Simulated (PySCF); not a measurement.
Members of the series SiXY, Y = H; each row names its spin state. All species are isolated molecules in the gas phase. One relaxed conformer stands for each flexible species; it need not be the lowest. Strings in code marks are SMILES.

The dipole moment from two functionals at the same geometries (PBE0-D3(BJ)/def2-TZVP), both in PySCF: PBE-D3(BJ)/def2-TZVP and PBE0-D3(BJ)/def2-TZVP. 

```
species                                                     PBE-D3(BJ)/def2-TZVP (D)
----------------------------------------------------------  ------------------------
X = H, multiplicity 1 (`[SiH2]` (lower singlet))                                0.15
X = methyl, multiplicity 3 (`C[SiH]` (excited triplet))                         1.12
X = cyano, multiplicity 3 (`C([SiH])#N` (excited triplet))                      3.41
X = ethynyl, multiplicity 3 (`C#C[SiH]` (excited triplet))                      0.39
```

Question: What does PBE0-D3(BJ)/def2-TZVP give for each?

Answer: 
- X = H, multiplicity 1 (`[SiH2]` (lower singlet)): 0.17
- X = methyl, multiplicity 3 (`C[SiH]` (excited triplet)): 1.06
- X = cyano, multiplicity 3 (`C([SiH])#N` (excited triplet)): 3.53
- X = ethynyl, multiplicity 3 (`C#C[SiH]` (excited triplet)): 0.39
Over these rows, drawn at random from the members with no instability flagged (it was tested for open shells, ions and some series alone), PBE minus PBE0-D3(BJ): mean -0.02 D, from -0.13 D to +0.06 D.
